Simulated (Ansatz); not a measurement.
# SiCCl (quartet): the correlation ladder, def2-QZVPP

An exercise on one series of results from a longer session: the logs are not shown, and one member is left open.

Program: Ansatz 0.2.0, Gaussian basis. Level of theory: def2-QZVPP, core rule «outside noble gas», up to 11 orbitals frozen. These are calculated values, not measurements.

To be run: UHF; ROHF; CCSD(T) on UHF.

3 further runs of the same task are left out: 1 that didn't finish, 2 set aside as unsound or not needed.

## What is computed

The geometry is a PBE0/def2-TZVP stationary point (not a proven minimum).

3 atoms, charge 0, spin multiplicity 4.

Atoms are counted from 1 here; the program's logs count them from 0.

Bond lengths: C1–Si2 1.858 Å, Si2–Cl3 2.076 Å. Angles: C1–Si2–Cl3 103.7°.

Coordinates:

```xyz
3

C     0.00000   -0.89681    1.81892
Si    0.00000    0.60723    0.72862
Cl    0.00000   -0.17722   -1.19342
```

Set-up of the first run:

The input, in.yaml:

```yaml
crystal:
  periodic: [false, false, false]
  atoms:
    - {symbol: C, position_ang: [0.000000, -0.896812, 1.818922]}
    - {symbol: Si, position_ang: [0.000000, 0.607235, 0.728623]}
    - {symbol: Cl, position_ang: [0.000000, -0.177225, -1.193419]}
basis:
  gaussian: {orbitals: "def2-QZVPP.json"}
magnetization: {spin_polarized: true, initial_magnetization: 3}
hamiltonian: {xc: hf}
output: {orbitals: {seedname: orbitals}}
```

On the command line:

```sh
ansatz run in.yaml --threads 1 --pin off --events-out ev --progress --plain --max-ram 2393MiB
```

Among the steps run: UHF; ROHF; CCSD(T) on UHF.

One of the session's tables, all rows but one given; the rest of the session is left out.

```
  method  from UCCSD(T) (kJ/mol)
    ROHF                       ?
     UHF                 +1188.1
    UMP2                  +168.3
   UCCSD                   +60.8
UCCSD(T)                       0
```

Estimate the missing values for ROHF.

**Answer.** from UCCSD(T) (kJ/mol): +1196.8. In the column «from UCCSD(T) (kJ/mol)» it is the highest.

To keep in mind: Warnings: spin contamination; coupled cluster took another determinant than the lowest.
